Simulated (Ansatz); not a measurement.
One crystal and one scan (energy against volume) at two levels, PBE (plane waves to 420 eV, PAW, scalar-relativistic; Ansatz, a program for electronic structure) and r2SCAN (plane waves to 500 eV, PAW, scalar-relativistic; Ansatz), each from its own relaxed cell and on its own mesh. The cell shown is that of PBE.

W (bcc, W type)

```
W
1.0
   -1.59183     1.59183     1.59183
    1.59183    -1.59183     1.59183
    1.59183     1.59183    -1.59183
W
1
Direct
  0.00000   0.00000   0.00000
```

Equation-of-state scan: isotropic scaling of the cell above, V₀ being its volume. Symmetry pins the atoms to their sites.

E stands for the smeared free energy. Spin-orbit coupling is left out, though W is heavy. The PAW data are Ansatz's earlier set. W is run without spin polarisation. W was relaxed with its symmetry unable to fall. Percentages come from the unrounded values. Both scans cover V/V₀ from 0.900 to 1.100.

```json
[
 {"quantity": "Lattice constant a (Å)", "PBE": "3.184", "r2SCAN": "3.170", "PBE − r2SCAN": "+0.014 (+0.4 %)"},
 {"quantity": "Pressure at the smallest volume (GPa)", "PBE": "39.9", "r2SCAN": "41.7", "PBE − r2SCAN": "-1.8 (-4.2 %)"},
 {"quantity": "Energy cost of the largest compression (meV/atom)", "PBE": "184", "r2SCAN": "189", "PBE − r2SCAN": "-5 (-3 %)"},
 {"quantity": "Energy cost of the largest expansion (meV/atom)", "PBE": "130", "r2SCAN": "135", "PBE − r2SCAN": "-5 (-4 %)"},
 {"quantity": "Bulk modulus B₀ (third-order Birch-Murnaghan fit) (GPa)", "PBE": "304.2", "r2SCAN": "319.2", "PBE − r2SCAN": "-15.0 (-4.7 %)"},
 {"quantity": "Pressure derivative B₀′ (fit)", "PBE": "4.2", "r2SCAN": "4.1", "PBE − r2SCAN": "+0.1 (+4 %)"},
 {"quantity": "Pressure for 5 % compression (fit) (GPa)", "PBE": "17.4", "r2SCAN": "18.2", "PBE − r2SCAN": "-0.8 (-4 %)"}
]
```

PBE gives the higher value for: lattice constant a. PBE gives the lower value for: pressure at the smallest volume; energy cost of the largest compression; energy cost of the largest expansion; bulk modulus B₀; pressure for 5 % compression. For the lattice constant a the reference is 3.16 Å (measured, corrected to the static lattice; as given in Daniel Mejia-Rodriguez, S. B. Trickey, Physical Review B (2018), arXiv:1807.09216): r2SCAN lies nearer. 

ΔE (meV/atom), each from the relaxed starting cell of its own level:

```
V/V₀   PBE  r2SCAN
-----  ---  ------
0.900  184     189
0.925   99     101
0.950   42      43
0.975   10      10
1.000    0       0
1.025    9      10
1.050   35      37
1.075   76      79
1.100  130     135
```

(A scan under strain: stresses follow from slopes of the energy per volume, elastic moduli from its curvatures.)
